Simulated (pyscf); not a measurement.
Optimised with ωB97X-D3(BJ)/def2-SVP in PySCF.

Q: PBE/def2-TZVP puts the barrier of `[H][H]` + `[C]1=[CH][CH]=[CH][CH]=[CH]1` [doublet] -> `[CH]1=[CH][CH]=[CH][CH]=[CH]1` + `[H]` [doublet] (hydrogen abstraction; doublet surface; H–H broken, C–H formed) at 6.6 kJ/mol and the reaction energy at -41.2 kJ/mol, from the separated reactants. What do B3LYP-D3(BJ)/def2-TZVP, M06-2X/def2-TZVP, ωB97M-D3(BJ)/def2-TZVP give on the same structures?

A: B3LYP-D3(BJ): ΔE‡ = 14.6 kJ/mol, ΔE = -32.8 kJ/mol; M06-2X: ΔE‡ = 32.9 kJ/mol, ΔE = -41.1 kJ/mol; ωB97M-D3(BJ): ΔE‡ = 21.6 kJ/mol, ΔE = -48.9 kJ/mol. PBE's barrier lies under all of them, by 8.0 to 26.3 kJ/mol. Its reaction energy lies among theirs. One saddle was located; it need not be the lowest between these sides. The angle at the transferred H is 180°.
